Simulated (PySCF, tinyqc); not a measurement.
Inside a calculation. Method: RHF in the sto-3g basis, for LiH, spin multiplicity 1. This run ends on a higher stationary point, not on the lowest solution. The lowest restricted solution is unstable here: a spin-polarised one lies 0.0102 hartree lower (PySCF). One step of it, computed by the program tinyqc.

Task: Iteration 1: building the Fock matrix. J_ij = sum D_kl (ij|kl), K_ij = sum D_kl (ik|jl); F = H + J - 0.5 K; E = tr D H + tr D J / 2 - 0.25 tr D K + E_nn.

D at the start, lower triangle:
```
            1Li 1s     1Li 2s   1Li 2px   1Li 2py    1Li 2pz     2H 1s
1Li 1s    0.001675
1Li 2s   -0.010385   0.064398
1Li 2px   0.000000   0.000000  0.976123
1Li 2py   0.000000   0.000000  0.999715  1.023877
1Li 2pz  -0.050099   0.310675  0.000000  0.000000   1.498791
2H 1s     0.053611  -0.332451  0.000000  0.000000  -1.603845  1.716263
```

core Hamiltonian H = T + V (hartree), lower triangle:
```
            1Li 1s     1Li 2s    1Li 2px    1Li 2py    1Li 2pz      2H 1s
1Li 1s   -4.637682
1Li 2s   -1.040425  -1.328991
1Li 2px   0.000000   0.000000  -1.081121
1Li 2py   0.000000   0.000000   0.000000  -1.081121
1Li 2pz  -0.007897  -0.083413   0.000000   0.000000  -1.143153
2H 1s    -0.062683  -0.354603   0.000000   0.000000  -0.496672  -1.161291
```

Two-electron integrals (ij|kl) in chemists' order, unique and non-zero (hartree):
```
(11|11) 1.680395   (21|11) 0.265420   (21|21) 0.049941   (22|11) 0.397727
(22|21) 0.092860   (22|22) 0.290562   (31|31) 0.008981   (32|31) 0.013788
(32|32) 0.064184   (33|11) 0.396640   (33|21) 0.092880   (33|22) 0.290497
(33|33) 0.312946   (41|41) 0.008981   (42|41) 0.013788   (42|42) 0.064184
(43|43) 0.016869   (44|11) 0.396640   (44|21) 0.092880   (44|22) 0.290497
(44|33) 0.279207   (44|44) 0.312946   (51|51) 0.008981   (52|51) 0.013788
(52|52) 0.064184   (53|53) 0.016869   (54|54) 0.016869   (55|11) 0.396640
(55|21) 0.092880   (55|22) 0.290497   (55|33) 0.279207   (55|44) 0.279207
(55|55) 0.312946   (61|11) 0.014618   (61|21) 0.002791   (61|22) 0.005377
(61|33) 0.005308   (61|44) 0.005308   (61|51) 0.000381   (61|52) 0.000746
(61|55) 0.005518   (61|61) 0.000175   (62|11) 0.069019   (62|21) 0.016475
(62|22) 0.059455   (62|33) 0.055935   (62|44) 0.055935   (62|51) 0.002493
(62|52) 0.018858   (62|55) 0.066441   (62|61) 0.001135   (62|62) 0.025465
(63|31) 0.000891   (63|32) 0.005060   (63|53) 0.002421   (63|63) 0.001237
(64|41) 0.000891   (64|42) 0.005060   (64|54) 0.002421   (64|64) 0.001237
(65|11) 0.096641   (65|21) 0.023186   (65|22) 0.085627   (65|33) 0.079772
(65|44) 0.079772   (65|51) 0.003827   (65|52) 0.029192   (65|55) 0.097257
(65|61) 0.001627   (65|62) 0.039077   (65|65) 0.060255   (66|11) 0.231554
(66|21) 0.055819   (66|22) 0.221268   (66|33) 0.203257   (66|44) 0.203257
(66|51) 0.007862   (66|52) 0.078423   (66|55) 0.257137   (66|61) 0.003852
(66|62) 0.126385   (66|65) 0.198521   (66|66) 0.774606
```

nuclear repulsion = 0.69476220 hartree

Give: Coulomb J; exchange K; Fock matrix F; total energy of this density.

Result:

Coulomb J (hartree), lower triangle:
```
         1Li 1s  1Li 2s  1Li 2px  1Li 2py  1Li 2pz  2H 1s
1Li 1s    1.454
1Li 2s    0.341   1.100
1Li 2px   0.000   0.000    1.084
1Li 2py   0.000   0.000    0.034    1.085
1Li 2pz   0.007   0.067    0.000    0.000    1.131
2H 1s     0.020   0.301    0.000    0.000    0.450  1.462
```

exchange K (hartree), lower triangle:
```
         1Li 1s  1Li 2s  1Li 2px  1Li 2py  1Li 2pz  2H 1s
1Li 1s    0.031
1Li 2s    0.043   0.187
1Li 2px   0.000   0.000    0.343
1Li 2py   0.000   0.000    0.296    0.357
1Li 2pz  -0.002  -0.015    0.000    0.000    0.279
2H 1s    -0.004   0.038    0.000    0.000   -0.026  0.728
```

Fock matrix F (hartree), lower triangle:
```
         1Li 1s  1Li 2s  1Li 2px  1Li 2py  1Li 2pz   2H 1s
1Li 1s   -3.199
1Li 2s   -0.721  -0.322
1Li 2px   0.000   0.000   -0.169
1Li 2py   0.000   0.000   -0.114   -0.174
1Li 2pz   0.000  -0.009    0.000    0.000   -0.152
2H 1s    -0.040  -0.072    0.000    0.000   -0.034  -0.063
```

total energy of this density = -1.77582 hartree

This density is the starting one.
